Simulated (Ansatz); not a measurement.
bcc Ta was calculated with PBEsol (plane waves, PAW; Ansatz, a program for electronic structure).

Run with plane-wave cutoff 500 eV, 12×20×1 k mesh (along the axes of the cell as run), Fermi–Dirac smearing 0.1 eV, scalar-relativistic PAW data made under PBE.

Q: What does this level give for the surface energy of the (211) face and work function of the (211) face?

A: 
* **surface energy of the (211) face**: 2.96 J/m²
* **work function of the (211) face**: 4.05 eV

The slab of 12 atoms is relaxed and unreconstructed.

Spin–orbit coupling is not included.

The result took very roughly 40 core-minutes.
